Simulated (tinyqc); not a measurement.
Pariser-Parr-Pople SCF with singles CI, for the molecule C1=CN=C1 (SMILES; centres numbered as the heavy atoms are written), step by step. One step of it, computed by the program tinyqc.

Problem. Iteration 2: orbitals and new P. Diagonalise F (the basis is taken as orthonormal) and form P = 2 sum c c over the lowest orbitals; 0.5 of the old P is kept.

F (eV), order 1C, 2C, 3N, 4C:
$$\begin{pmatrix}
-7.307866 & -4.650332 & 1.451058 & -3.970138 \\
-4.650332 & -3.735500 & -4.069708 & -1.436460 \\
1.451058 & -4.069708 & -9.554475 & -4.727257 \\
-3.970138 & -1.436460 & -4.727257 & -3.727251
\end{pmatrix}$$

pi electrons, sum of z_r less the charge = 4

P after iteration 1, order 1C, 2C, 3N, 4C:
$$\begin{pmatrix}
1.494313 & 0.598474 & -0.469691 & 0.418377 \\
0.598474 & 0.495307 & 0.403600 & 0.471892 \\
-0.469691 & 0.403600 & 1.530844 & 0.573752 \\
0.418377 & 0.471892 & 0.573752 & 0.479536
\end{pmatrix}$$

Give: orbital energies; P after iteration 2.

Solution.

orbital energies (eV): [-14.9878, -9.8203, -2.2366, 2.7196]

P after iteration 2, order 1C, 2C, 3N, 4C:
$$\begin{pmatrix}
1.4804 & 0.6115 & -0.4544 & 0.4325 \\
0.6115 & 0.4860 & 0.3877 & 0.4584 \\
-0.4544 & 0.3877 & 1.5719 & 0.5576 \\
0.4325 & 0.4584 & 0.5576 & 0.4616
\end{pmatrix}$$
